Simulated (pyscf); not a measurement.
## Four-centre exchange: F–BH–F + water (H₂O) -> hydrogen fluoride (HF) + HO–BH–F

Gas phase, singlet surface, charge 0. Bonds broken: F1–B2, O5–H6. Bonds formed: F1–H6, B2–O5. Structures and frequencies: ωB97X-D3(BJ)/def2-SVP in PySCF. MP2 and CC: frozen core, UHF for open shells. ΔMP2 is the change of the MP2 total energy from the triple- to the quadruple-zeta basis.

Transition state (Å):

```xyz
7

F     -0.5152     0.5539     1.0644
B     -1.2393    -0.2719    -0.1884
F     -1.0102    -1.5848     0.0034
H     -2.3635     0.1396    -0.2983
O     -0.1990     0.3737    -1.0608
H      0.0505     0.7708     0.1278
H      0.4318    -0.2876    -1.3803
```

One imaginary mode, 975i cm⁻¹; descent along it reached the two sides named, in the forms told below.

```csv
bond,change,reactant side (Å),saddle,product side
F1–B2,breaks,1.363,1.666,2.9
O5–H6,breaks,0.970,1.278,1.868
F1–H6,forms,2.280,1.115,0.931
B2–O5,forms,1.809,1.503,1.364
```

Electronic energies relative to the separated reactants (kcal/mol):

```
level                             barrier  reaction energy  reverse barrier
--------------------------------  -------  ---------------  ---------------
ωB97X-D3(BJ)/def2-TZVP               16.0             +2.6             13.5
PBE/def2-TZVP                        11.8             +2.3              9.5
r²SCAN/def2-TZVP                     12.6             +2.8              9.8
B3LYP-D3(BJ)/def2-TZVP               16.7             +2.6             14.2
PBE0-D3(BJ)/def2-TZVP                13.4             +2.0             11.4
M06-2X/def2-TZVP                     14.3             +2.1             12.1
ωB97M-D3(BJ)/def2-TZVP               15.6             +2.5             13.1
HF/def2-TZVP                         31.9             +3.9             28.0
MP2/def2-QZVPP                       17.1             +2.1             15.0
CCSD/def2-TZVPP                      19.5             +2.6             16.9
CCSD(T)/def2-TZVPP                   17.2             +2.4             14.8
CCSD(T)/def2-TZVPP + ΔMP2(QZVPP)     18.2             +2.4             15.8
```

With CCSD(T)/def2-TZVPP + ΔMP2(QZVPP) energies and thermal terms (ideal gas, 1 atm, RRHO with modes under 100 cm⁻¹ raised to 100, one conformer, R ln 2 for rigid chiral ones), in kcal/mol:

| T (K) | ΔH‡ | ΔG‡ | ΔH | ΔG |
|---|---|---|---|---|
| 298 | 17.3 | 27.9 | +2.5 | +3.0 |
| 600 | 17.2 | 38.8 | +2.8 | +3.4 |
| 900 | 17.7 | 49.5 | +3.2 | +3.6 |
| 1200 | 18.5 | 60.0 | +3.5 | +3.7 |

On the reactant side the descent ends in an adduct with a B–O contact, 8.0 kcal/mol under the separated species and 24.0 kcal/mol under the saddle at ωB97X-D3(BJ)/def2-TZVP. On the product side the descent ends in a complex, 4.6 kcal/mol under the separated species and 18.1 kcal/mol under the saddle at ωB97X-D3(BJ)/def2-TZVP. What is counted as formed (B–O) is already present as a longer contact in the reactant adduct; forming that adduct is a step of its own. This is the saddle that the search found; another between the same sides may lie lower. The CCSD(T) − MP2 part came from Ansatz, without density fitting, on the same reference.
